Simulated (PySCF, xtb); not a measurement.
Na(Cl) cation (ClNa), SMILES [Cl][Na] (connectivity only; charge and spin as stated), charge +1, multiplicity 2.

Harmonic wavenumbers (cm⁻¹) from GFN2-xTB (xtb) at its own minimum, in rising order: 88.

### Question
What does PBE-D3(BJ)/def2-TZVPD (PySCF) give at its own minimum? (The exact figures need the calculation; the answer reports its results.)

### Answer
149. Paired by order, the mean absolute difference is 60 cm⁻¹ and the zero-point energies are 0.1 and 0.2 kcal/mol.
